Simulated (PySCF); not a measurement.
Simulated absorption spectrum

Compound: dichlorosilane, Cl2H2Si.
Atom-mapped SMILES: `[Cl:1][SiH2:2][Cl:3]` (hydrogens: H4, H5 on Si2)

Method: PySCF, TDDFT B3LYP/def2-SVPD, vertical, gas phase, core orbitals frozen in the response. Geometry: PBE0-D3(BJ)/def2-SVP; no solvent, vibrations or thermal averaging.

Computed states:

```
state  E (eV)       f
   S1    7.20   0.015
   S2    7.43  0.0000
   S3    7.63   0.031
   S4    7.75  0.0000
   S5    7.85   0.027
   S6    7.98   0.020
   S7    8.06  0.0016
   S8    8.08   0.027
   S9    8.33  0.0003
  S10    8.40   0.096
```

Each state is given a Gaussian of 0.3 eV full width at half maximum, with ε(max) = 2.175×10⁸ f / Δν̃ (Δν̃ the width in cm⁻¹). The width is an assumption, not a result. The curve ends short of the highest state used, and states not computed would add to its high-energy end.

Question: Give the broadened spectrum and its maxima.

Answer: 
| λ (nm) | ε (L mol⁻¹ cm⁻¹) |
| --- | --- |
| 159.0 | 4308 |
| 159.8 | 4096 |
| 160.7 | 3901 |
| 161.5 | 3723 |
| 162.4 | 3446 |
| 163.2 | 3091 |
| 164.1 | 2578 |
| 164.9 | 2077 |
| 165.8 | 1556 |
| 166.6 | 1204 |
| 167.5 | 980 |
| 168.3 | 935 |
| 169.2 | 1018 |
| 170.0 | 1156 |
| 170.9 | 1309 |
| 171.8 | 1397 |
| 172.6 | 1387 |
| 173.5 | 1275 |
| 174.3 | 1105 |
| 175.2 | 871 |
| 176.0 | 661 |
| 176.9 | 450 |
| 177.7 | 301 |
| 178.6 | 179 |
| 179.4 | 106 |
| 180.3 | 55 |
| 181.1 | 29 |
| 182.0 | 14 |
| 182.8 | 6 |
| 183.7 | 3 |

Maxima: 172 nm (7.20 eV), ε about 1400, made up of S1 (99%) (ε in L mol⁻¹ cm⁻¹; maxima over ε = 5, shares over 10%). At its high-energy end, 7.80 eV, the curve is still rising (ε about 4300, from S3, S5 and S6).

Question: Coming from long wavelengths, where does ε first pass 100 L mol⁻¹ cm⁻¹?

Answer: At about 179 nm (6.91 eV), 0.29 eV below S1.

Question: What would ε be at 7.20 eV, the highest of these maxima, with half the width (0.15 eV)?

Answer: About 2790 L mol⁻¹ cm⁻¹ against 1400, a factor of about 1.99; a lone state at its own centre would give exactly 2.

All these states lie below the vertical ionisation energy of 11.28 eV (ΔSCF).

Hardware: Arm Neoverse V1, one thread, no GPU, shared host with 64 logical CPUs at a one-minute load of 24. Cost: 13 s of wall time, 0.42 GiB resident at most.
